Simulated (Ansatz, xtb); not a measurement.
CH2NNa: which of two structures lies lower

Structure a is a singlet given by its coordinates and structure b is a singlet given by its coordinates. Both are isolated molecules in the gas phase, relaxed with B3LYP-D3(BJ)/def2-SVP.

a (Å):

```json
{"atom": "C", "x (Å)": "0.0000", "y (Å)": "0.0000", "z (Å)": "-1.8413"}
{"atom": "N", "x (Å)": "0.0000", "y (Å)": "0.0000", "z (Å)": "-0.6889"}
{"atom": "Na", "x (Å)": "0.0000", "y (Å)": "0.0000", "z (Å)": "1.7722"}
{"atom": "H", "x (Å)": "0.0000", "y (Å)": "0.0000", "z (Å)": "-2.9225"}
{"atom": "H", "x (Å)": "0.0000", "y (Å)": "0.0000", "z (Å)": "3.6805"}
```

Close contacts (Å): C1–N2 1.15, N2–Na3 2.46, C1–H4 1.08, Na3–H5 1.91.

b (Å):

```xyz
5

C     0.7690   -0.4424    2.4010
N    -0.3052   -0.0470    1.7765
Na    1.1780   -0.5480    0.1960
H    -1.0988    0.2254    2.3847
H     0.7092   -0.4416    3.5212
```

Close contacts (Å): C1–N2 1.30, C1–Na3 2.25, N2–Na3 2.22, C1–H5 1.12, N2–H4 1.04.

Quicker runs give these differences E(b) − E(a): GFN2-xTB +72.9 kJ/mol; HF/STO-3G −159.3 kJ/mol (at GFN2-xTB geometries); r2SCAN-D4/def2-SVP −84.6 kJ/mol (at GFN2-xTB geometries).

Task: Which of the two would you expect CCSD(T)/def2-TZVPP electronic energies to favour?

Result: Structure b; the calculation gives E(b) − E(a) = −21.7 kJ/mol.

How the difference moves with the method:

| level | geometry | E(b) − E(a) (kJ/mol) | departure from the last row (kJ/mol) | job, with rough time for the two |
| --- | --- | --- | --- | --- |
| GFN2-xTB | GFN2-xTB | +72.9 | +94.6 | optimisation, 0.06 s |
| HF/STO-3G | GFN2-xTB | −159.3 | −137.6 | single point, 0.16 s |
| r2SCAN-D4/def2-SVP | GFN2-xTB | −84.6 | −62.9 | single point, 2.4 s |
| B3LYP-D3(BJ)/def2-SVP | B3LYP-D3(BJ)/def2-SVP | −21.4 | +0.4 | optimisation, 15 s |
| HF/def2-TZVPP | B3LYP-D3(BJ)/def2-SVP | −3.6 | +18.1 | part of the CCSD(T) run |
| MP2/def2-TZVPP | B3LYP-D3(BJ)/def2-SVP | −17.7 | +4.0 | part of the CCSD(T) run |
| CCSD(T)/def2-TZVPP | B3LYP-D3(BJ)/def2-SVP | −21.7 |  | single point, 11 s |

GFN2-xTB puts the two in the other order. The largest departure from CCSD(T)/def2-TZVPP is that of HF/STO-3G, 137.6 kJ/mol.

With harmonic frequencies from B3LYP-D3(BJ)/def2-SVP (ideal gas, rigid rotor, one conformer each, 298.15 K, 1 atm): on the last row, ΔE + ΔZPE = −1.4, ΔH = −7.1, ΔG = +2.1 kJ/mol. In free energy the two are nearly level. The free energy reverses the electronic order.

The correlated steps freeze 3 core orbitals; the last core shell of Na is correlated, in a basis made for valence electrons. Run with Ansatz 0.2.0, xtb 6.7.1; the last row on 1 thread of Arm Neoverse V2 on a shared host.
